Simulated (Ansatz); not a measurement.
**Al2H (quartet): the correlation ladder at distance Al1–H3 = 1.253 Å, 6-31G**

How much of the correlation energy of Al2H (quartet) does each wave-function method recover here?

Computed with Ansatz 0.2.0, Gaussian basis. Level: 6-31G, core rule «outside noble gas», up to 10 orbitals frozen.

Plan: UHF; CCSD(T) on ROHF; CCSD(T) on UHF; BCCD(T) on ROHF; CISD; CCSDT(Q) on ROHF; CCSDT(Q) on UHF; CISDTQ; CCSDTQ on ROHF; CCSDTQ on UHF; CASSCF and MRCISD+Q, 5 electrons in 5 orbitals; CASSCF and NEVPT2, 5 electrons in 5 orbitals; CASSCF and MRCISD+Q, 7 electrons in 9 orbitals; CASSCF and MRCISD+Q(relaxed), 7 electrons in 9 orbitals; CASSCF and NEVPT2, 7 electrons in 9 orbitals; Full CI.

19 further runs of the same task are left out: 17 that didn't finish, 2 set aside as unsound or not needed.

### Step 1. What is computed

The geometry derives from a PBE0/def2-TZVP stationary point (not a proven minimum). One bond is set to the value named and the two fragments are kept rigid.

3 atoms, charge 0, spin multiplicity 4.

Atoms are counted from 1 here; the program's logs count them from 0.

Bond lengths: Al1–Al2 2.360 Å, Al1–H3 1.253 Å. Angles: Al2–Al1–H3 180.0°.

As a file:

```csv
atom,x (Å),y (Å),z (Å)
Al1,0.0000,0.0000,0.3691
Al2,0.0000,0.0000,-1.9913
H3,0.0000,0.0000,1.6221
```

### Step 2. UHF

File in.yaml:

```yaml
crystal:
  periodic: [false, false, false]
  atoms:
    - {symbol: Al, position_ang: [0.000000, 0.000000, 0.369139]}
    - {symbol: Al, position_ang: [0.000000, 0.000000, -1.991277]}
    - {symbol: H, position_ang: [0.000000, 0.000000, 1.622139]}
basis:
  gaussian: {orbitals: 6-31G}
magnetization: {spin_polarized: true, initial_magnetization: 3}
hamiltonian: {xc: hf}
output: {orbitals: {seedname: orbitals}}
```

On the command line:

```bash
> ansatz run in.yaml --threads 1 --pin off --events-out ev --progress --plain --max-ram 2393MiB
```

After this run come: CCSD(T) on ROHF; CCSD(T) on UHF; BCCD(T) on ROHF; CISD; CCSDT(Q) on ROHF; CCSDT(Q) on UHF; CISDTQ; CCSDTQ on ROHF; CCSDTQ on UHF; CASSCF and MRCISD+Q, 5 electrons in 5 orbitals; CASSCF and NEVPT2, 5 electrons in 5 orbitals; CASSCF and MRCISD+Q, 7 electrons in 9 orbitals; CASSCF and MRCISD+Q(relaxed), 7 electrons in 9 orbitals; CASSCF and NEVPT2, 7 electrons in 9 orbitals; Full CI.

**Question.** What will the summary of the whole plan be? Wanted: FCI below the RHF energy; RMP2 from FCI; UMP2 from FCI; RCCSD from FCI; RCCSD(T) from FCI; UCCSD(T) from FCI; RCCSDT(Q) from FCI; UCCSDT(Q) from FCI; MRCISD+Q pair from FCI.

The runs gave:

```
                         quantity                                                                                                                                                                    value
         FCI below the RHF energy                                                                                                                                                               -1.8877 eV
                    RMP2 from FCI                                                                                                                                                               +610.3 meV
                    UMP2 from FCI                                                                                                                                                               +602.0 meV
                   RCCSD from FCI                                                                                                                                                                +70.6 meV
                RCCSD(T) from FCI                                                                                                                                                                +26.2 meV
                UCCSD(T) from FCI                                                                                                                                                                +25.6 meV
               RCCSDT(Q) from FCI                                                                                                                                                                 +2.5 meV
               UCCSDT(Q) from FCI                                                                                                                                                                 +2.4 meV
           MRCISD+Q pair from FCI                                                                                                                                                                 +8.0 meV
          NEVPT2 valence from FCI                                                                                                                                                               +159.8 meV
        MRCISD+Q valence from FCI                                                                                                                                                                 +4.6 meV
levels within 1 kcal/mol (43 meV)  RCCSD(T), UCCSD(T), BCCD(T), RCCSDT, UCCSDT, CISDTQ, RCCSDT(Q), UCCSDT(Q), RCCSDTQ, UCCSDTQ, MRCISD+Q pair, MRCISD valence, MRCISD+Q valence, MRCISD+Q(relaxed) valence
                    T1 diagnostic                                                                                                                                                                    0.037
   effectively unpaired electrons                                                                                                                                                                     3.03
```

What this shows: RCCSD(T) misses by +26.2 meV, 1.4 % of the correlation energy. One determinant dominates. Of the multireference levels listed MRCISD+Q(relaxed) valence comes nearest in total energy (-1.9 meV), which doesn't show that its space is the better one. These misses are within one basis, not against nature; the frozen cores of restricted and unrestricted runs differ, which can shift their rows.
